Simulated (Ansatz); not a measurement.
Basis-set extrapolation for C₄H₆FN, SMILES `C=N/C=C/CF` (PBE0-D4/def2-TZVP geometry, frozen core, Ansatz 0.2.0). Multiplicity 1, RHF reference.

|  | def2-TZVPP | def2-QZVPP |
| --- | --- | --- |
| HF | -308.925401 | -308.939052 |
| MP2 correlation | -1.091352 | -1.171005 |
| CCSD(T) correlation | -1.174885 | not run |

Energies in hartree. Use E(X) = E(∞) + A·exp(−7.88·√X) for Hartree–Fock and E(X) = E(∞) + B·X^(−2.97) for correlation, with X = 3 and 4, and add CCSD(T) minus MP2 of the smaller set to the MP2 limit.

Question: What is the CCSD(T) energy at the basis-set limit?

Answer: HF limit: -308.939052 + (-0.013651) × 0.13774 = -308.94093. MP2 limit: -1.171005 + (-0.079653) × 0.74074 = -1.23001. Higher-order term: -1.174885 − (-1.091352) = -0.08353. Total: -310.25447 hartree, 96.8 kcal/mol below CCSD(T)/def2-TZVPP.
